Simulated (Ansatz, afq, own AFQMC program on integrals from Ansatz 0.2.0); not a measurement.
Two steps: Ansatz 0.2.0 writes the Fock matrix and Cholesky factors of the valence space, and afq projects on them the lowest state that overlaps trial and start.

```yaml
crystal:
  periodic: [false, false, false]
  atoms:
    - {symbol: B, position_ang: [-0.200976, 0.000000, 0.000000]}
    - {symbol: H, position_ang: [-0.797709, 1.033571, 0.000000]}
    - {symbol: H, position_ang: [-0.797709, -1.033571, 0.000000]}
    - {symbol: H, position_ang: [1.503024, 0.000000, 0.000000]}
    - {symbol: H, position_ang: [2.248024, 0.000000, 0.000000]}
basis:
  gaussian: {orbitals: cc-pVTZ}
magnetization: {spin_polarized: true, initial_magnetization: 1}
correlation: {method: ccsd_t, electrons: outside_noble_gas, hamiltonian_folder: ham}
```

```sh
$ ansatz run in.yaml --threads 1 --pin off --events-out ev --progress --plain --max-ram 24576MiB --backend cuda --devices 0, --max-vram 18GiB
```

Options of the walk:

```
--method phaseless --trial hf --walkers 1900 --populations 20 --least-time 40 --time-step 0.005 --steps-per-block 20 --equilibration-blocks 112 --max-blocks 4000 --target-error 0.0008 --factor-cut 1e-05 --start spin_pure --seed 2640 --taylor-order 6
```

Times are imaginary, in 1/Eh. The walk had a cap of 97 s. With eight or more populations the least sampling time is a fifth of least-time, and the error comes from their spread.

Log:

```
orbitals 85  electrons 4 3  factors 468 of 468
reference energy -26.86612392 Eh
CCSD correlation -0.14793081 Eh in 10 cycles, weight of the determinant in the CISD state 0.9299
energy of the start -26.866476 Eh
 block  time / (1/Eh)  mean weight  energy / Eh
     1     0.100  1.0005  -26.902939
     2     0.200  1.0009  -26.927912
     3     0.300  1.0013  -26.944375
     4     0.400  1.0006  -26.957295
     5     0.500  1.0004  -26.967473
     8     0.800  0.9999  -26.987870
    13     1.300  1.0001  -27.002749
    25     2.500  1.0001  -27.012578
    37     3.700  1.0002  -27.019896
    49     4.900  0.9996  -27.020228
    57     5.700  0.9997  -27.022931
    61     6.100  0.9996  -27.022089
    73     7.300  1.0003  -27.018373
    85     8.500  1.0001  -27.017802
    97     9.700  1.0000  -27.016424
   109    10.900  0.9995  -27.018541
   121    12.100  0.9999  -27.016312
   133    13.300  0.9997  -27.016376
   145    14.500  1.0000  -27.018437
   157    15.700  0.9998  -27.018101
   169    16.900  1.0000  -27.014429
   181    18.100  1.0001  -27.019304
   189    18.900  1.0002  -27.017868
error from the spread of 20 populations
energy -27.016774 +/- 0.000695 Eh
(rows thinned)
```

The run passed its tests (sampling time, drift between the halves within three errors, error under three times the target), which doesn't prove that it has relaxed.

Against this walk (error 18.9 meV) on the same determinant: CCSD(T) 1.7 meV lower (within the noise), CCSDT(Q) 19.3 meV lower (within the noise), a separate phaseless walk with a CISD trial and standard settings 14.1 ± 19.0 meV lower (within the noise). The error is statistical and leaves out the bias of the constraint.

Cautions: constraint bias not in the error.

The walk took 38 s on 1 × NVIDIA H100 80GB HBM3 with 2 threads of AMD EPYC 7R13 Processor (Zen 3) (shared host) (the card was shared). The log's last line is the phaseless energy.

CCSDT and higher add their correlation energy to the determinant of the CCSD(T) run, since their own runs factorise the integrals more tightly (a shift of under 2 meV). A walk keeps the symmetry of its determinant, which the program's search chose and which needn't be the lowest solution, so a lower state of the same spin and another symmetry isn't excluded.
